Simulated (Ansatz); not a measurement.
# BH3O2: the cost of one run

Method: RKS PBE-D4/def2-SVP, in Ansatz 0.2.0.

**1. The starting structure**

Bond lengths: B1–O3 1.610 Å, O3–H4 1.010 Å, B1–O5 1.410 Å, O5–H6 1.010 Å. Angles: B1–O3–H4 106.4°, O3–B1–O5 155.0°, B1–O5–H6 109.5°.

Structure file:

```xyz
6

B     0.0000    0.0000    0.0000
H     0.7099    0.0000    1.1951
O     1.6038    0.0000    0.1408
H     1.9037   -0.9519   -0.0141
O    -1.2211    0.0000   -0.7050
H    -1.7308   -0.8467   -0.4965
```

**2. Pulling towards end A**

Springs on the bonds that form and break draw the guess towards this end; the thresholds are loose.

Input file input.yaml:

```yaml
crystal:
  periodic: [false, false, false]
  atoms:
    - { symbol: B, position_ang: [0.0, 0.0, 0.0] }
    - { symbol: H, position_ang: [0.7099, 0.0, 1.1951] }
    - { symbol: O, position_ang: [1.6038, 0.0, 0.1408] }
    - { symbol: H, position_ang: [1.9037, -0.9519, -0.0141] }
    - { symbol: O, position_ang: [-1.2211, 0.0, -0.705] }
    - { symbol: H, position_ang: [-1.7308, -0.8467, -0.4965] }
basis:
  gaussian: { orbitals: def2-SVP }
hamiltonian:
  xc: pbe
  dispersion: d4
relax:
  f_tol: 0.15
  max_steps: 25
  restrain:
    - { distance: [1, 2], at: 2.21, k: 30.0 }
    - { distance: [0, 1], at: 1.19, k: 30.0 }
    - { distance: [0, 2], at: 1.41, k: 30.0 }
output:
  orbitals: {}
```

Launch:

```
ansatz run input.yaml --threads 1 --pin off --max-ram 2048MiB --backend cpu --events-out ev --progress --plain --runs-dir out
```

Q: Estimate wall time and peak memory on 1 thread of Intel Xeon Platinum 8375C at 2.90GHz (Ice Lake), shared host.

About 9.9 s, with a peak of 0.12 GiB.
